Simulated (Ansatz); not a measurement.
Geometry optimisation, UKS B3LYP/cc-pVDZ (Ansatz).

input.yaml

```yaml
crystal:
  periodic: [false, false, false]
  atoms:
    - { symbol: Al, position_ang: [0.0, 0.0, -0.333275] }
    - { symbol: H, position_ang: [0.0, 0.0, 2.431762] }
    - { symbol: Cl, position_ang: [1.846186, 0.0, -1.450479] }
    - { symbol: Cl, position_ang: [-1.846186, 0.0, -1.450479] }
    - { symbol: H, position_ang: [0.0, 0.0, 3.152472] }
magnetization:
  spin_polarized: true
  initial_magnetization: 1
basis:
  gaussian: { orbitals: cc-pVDZ }
hamiltonian:
  xc: b3lyp
relax:
  f_tol: 0.03
  max_steps: 50
output:
  orbitals: {}
```

Command:

```bash
$ ansatz run input.yaml --threads 1 --pin off --max-ram 2048MiB --backend cpu --events-out ev --progress --plain --runs-dir out
```

Problem. Where does it end, and by what steps?

Solution. The run converged. The force dipped under the threshold on the way, but the program's further checks kept it going. After 6 steps the energy has fallen by 0.087 eV; H5 moved furthest, 0.71 Å.

| step | energy less start (eV) | largest force component (eV/Å) | accepted |
| --- | --- | --- | --- |
| 0 | 0.0000 | 1.822 | yes |
| 1 | -0.0683 | 0.089 | yes |
| 2 | -0.0801 | 0.120 | yes |
| 3 | -0.0849 | 0.022 | yes |
| 4 | -0.0864 | 0.009 | yes |
| 5 | -0.0868 | 0.006 | yes |
| 6 | -0.0869 | 0.002 | yes |

```xyz
5
Properties=species:S:1:pos:R:3
Al 0.000 0.000 -0.807
H 0.000 0.000 3.096
Cl 1.852 0.000 -1.898
Cl -1.852 0.000 -1.898
H 0.000 0.000 3.858
```

Whether the end is a true minimum wasn't checked by a vibrational analysis.

Time of the run: 27 s on 1 thread of Arm Neoverse V1 (shared host), peak memory 0.17 GiB.
